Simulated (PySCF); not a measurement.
# OF−: bond curves at several levels of theory

The task here is to estimate one member of a computed series from the others.

Program: PySCF 2.14.0. Level of theory: O aug-cc-pVDZ, F aug-cc-pVDZ, no relativity. These are calculated values, not measurements.

The first run:

Settings of the job:

```
atoms                         : O, F
charge                        : -1
basis                         : O aug-cc-pVDZ, F aug-cc-pVDZ
Hamiltonian                   : no relativity
basis functions               : 46
electrons treated             : 18
masses in u                   : 15.9949, 18.9984
levels                        : PBE0, PBE, r²SCAN, MN15, B2PLYP, M06-L, HSE06, HF, MP2, SCS-MP2, CCSD, CCSD(T)
grid                          : 80 radial by 434 angular points
occupations                   : held fixed by the projection of orbital angular momentum
dissociation limit            : O + F−, each in its ground configuration
starting distance in angstrom : 1.315
values of 2S to try           : 0, 2
```

Steps of the session up to this table: Input; The PBE0 curve of the state that the search chose; Excited determinants; PBE; r²SCAN (meta-GGA); MN15 (hybrid meta-GGA); B2PLYP; M06-L (meta-GGA); HSE06 (range-separated hybrid); RHF; Correlated methods on the Hartree–Fock reference.

One of the session's tables, all rows but one given; the rest of the session is left out.

Energy (eV) from each level's lowest point:

| R (Å) | RHF | RHF-MP2 | RHF-SCS-MP2 | RHF-CCSD | RHF-CCSD(T) |
| --- | --- | --- | --- | --- | --- |
| 1.287 | 0.658 | 0.832 | 0.870 | n/a | n/a |
| 1.346 | 0.286 | 0.384 | 0.413 | 0.452 | 0.537 |
| 1.406 | 0.087 | 0.128 | 0.146 | 0.178 | 0.238 |
| 1.451 | 0.018 | 0.032 | 0.041 | 0.063 | 0.104 |
| 1.496 | 0.000 | 0.000 | 0.000 | 0.008 | 0.029 |
| 1.541 | ? | ? | ? | ? | ? |
| 1.601 | 0.087 | 0.109 | 0.086 | 0.046 | 0.017 |
| 1.675 | 0.214 | 0.291 | 0.251 | 0.166 | 0.102 |
| 1.765 | 0.397 | 0.573 | 0.514 | 0.369 | 0.263 |
| 1.885 | 0.655 | 0.993 | 0.910 | n/a | n/a |

**Question.** Estimate the row for R (Å) = 1.541.

Worked estimate for «RHF». A straight line through the neighbours (1.496, 0.000) and (1.601, 0.087) gives 0.000 + (0.087 − 0.000) × (1.541 − 1.496) / (1.601 − 1.496) = 0.037; a parabola fitted to 4 rows on both sides gives 0.023.

**Answer.** RHF: 0.020; RHF-MP2: 0.020; RHF-SCS-MP2: 0.011; RHF-CCSD: 0.000; RHF-CCSD(T): 0.000. In «RHF» the line misses by +0.017 and the parabola by +0.003.
